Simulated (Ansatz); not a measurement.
We consider rhombohedral A7 Sb, described by r²SCAN-D4 (PAW; Ansatz, an electronic-structure program).

Numerical settings: plane-wave cutoff 560 eV, 16×16×16 k mesh, Fermi–Dirac smearing 0.05 eV, scalar-relativistic PAW data made under PBE.

Response to compression and expansion:

Shape and atoms are relaxed at each volume.

| V (Å³/atom) | P (GPa) | c (Å) | a (Å) |
|---|---|---|---|
| 29.560 | 1.60 | 11.085 | 4.298 |
| 30.176 | 0.74 | 11.238 | 4.313 |
| 30.791 | 0.00 | 11.395 | 4.327 |
| 31.407 | -0.61 | 11.568 | 4.337 |
| 32.023 | -1.10 | 11.748 | 4.346 |

Note: the bulk modulus comes from volumes at which shape and atoms were relaxed.
